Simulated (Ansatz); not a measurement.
A made-up structure of C2H4Si, closed shell:

```xyz
7
angstrom
C -1.2766 -0.2447 -0.7872
C -0.1810 -0.0350 -0.1113
Si 1.2333 0.2367 0.7605
H -1.7701 -1.2163 -0.8012
H -1.7539 0.5413 -1.3722
H 1.1903 0.6922 2.1616
H 0.0186 -0.2469 0.9080
```

It is relaxed with PBE-D4/def2-SVP and then PBE0-D4/def2-TZVP (Ansatz 0.2.0). Atoms count as bonded within 1.22 times the sum of their covalent radii (H–H: 0.88 Å). The end point is not checked to be a true minimum.

Does its bonding change? (Judge from chemistry; the calculation decides.)

Computed: Yes. Formed: none; broken: Si3–H7.

Where it ends: The first stage lowers the energy by 3.34 eV in 19 steps. It ends as C₂H₄Si ([CH2][CH][SiH]):
C1  (-1.163, -0.253, -0.693)
C2  (-0.316, -0.284, 0.344)
Si3  (0.804, 1.200, 0.574)
H4  (-1.859, -1.059, -0.918)
H5  (-1.187, 0.602, -1.367)
H6  (1.509, 0.682, 1.829)
H7  (-0.329, -1.160, 0.990)
(Å)

Labels in which every atom is bracketed show which atoms are joined, not bond orders.

For scale, one of the runs: PBE0-D4/def2-TZVP relaxation, 123 basis functions, launched by `ansatz run in.yaml --threads 2 --pin off --events-out ev --progress --plain --max-ram 4352MiB`. Hardware: 2 CPU threads of an Arm Neoverse V1, shared host. Wall time about 17 s.
